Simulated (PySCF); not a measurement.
## Name the molecule from its bond curve

A diatomic of charge 0 contains Al. Its singlet curve at PBE0 in a triple-zeta basis (no relativity, PySCF), in eV from the separated fragments:

| R (Å) | E (eV) |
| --- | --- |
| 1.432 | -2.629 |
| 1.498 | -2.823 |
| 1.565 | -2.936 |
| 1.615 | -2.977 |
| 1.665 | -2.990 |
| 1.715 | -2.978 |
| 1.782 | -2.933 |
| 1.865 | -2.839 |
| 1.965 | -2.689 |
| 2.098 | -2.448 |

The fit gives ωe = 1642 cm⁻¹ and the rotational constant Bₑ = 6.265 cm⁻¹.

Which atom is the partner?

The minimum lies at 1.664 Å, so the reduced mass is 16.8576 u Å² cm⁻¹/(Bₑ·Re²) = 0.9718 u. With Al at 26.98 u the partner weighs about 1.0 u: H. The molecule is AlH.
